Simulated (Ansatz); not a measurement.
`Cl[Si]Cl` + H₂ → `[SiH]Cl` + HCl at 500 K and 1 bar (hydrogenolysis of the Si–Cl bond).

Gas-phase electronic energies from Ansatz, PBE0-D4/def2-TZVP geometries. CBS: def2 TZ/QZ extrapolation, frozen cores.

| species | CCSD(T)/CBS energy (Eh) | H − E (kJ/mol) | S (J/(mol·K)) |
| --- | --- | --- | --- |
| `Cl[Si]Cl` | -1208.69447 | 30.7 | 309.5 |
| H₂ | -1.17463 | 41.0 | 145.5 |
| `[SiH]Cl` | -749.43816 | 39.6 | 274.0 |
| HCl | -460.38167 | 32.5 | 201.9 |

H − E and S are ideal-gas, rigid-rotor, harmonic terms from PBE0-D4/def2-TZVP. 1 Eh = 2625.50 kJ/mol, R = 8.31446 J/(mol·K).

Q: By hand: ΔE, ΔH, ΔS and ΔG.

A: ΔE = (-749.43816) + (-460.38167) − (-1208.69447) − (-1.17463) = 0.04927 Eh = 129.4 kJ/mol. Δ(H − E) = 39.6 + 32.5 − 30.7 − 41.0 = 0.4, so ΔH = 129.8 kJ/mol. ΔS = 274.0 + 201.9 − 309.5 − 145.5 = 20.9 J/(mol·K). ΔG = 129.8 − 500 × (20.9)/1000 = 119.4 kJ/mol.

Q: By hand: the equilibrium constant, and the temperature at which ΔG would vanish if ΔH and ΔS stayed fixed.

A: log₁₀ K = −ΔG/(RT ln 10) = -12.5. ΔG = 0 at ΔH/ΔS = 6211 K, far beyond where these terms or the molecules hold.

ΔH outweighs TΔS. A doubt of 5 kJ/mol in ΔE shifts log₁₀ K by 0.5 here. These are equilibria of isolated gas molecules and say nothing of rates. Largest T1 diagnostic: 0.013 (customary marks: 0.02 for closed shells, 0.045 for open ones).
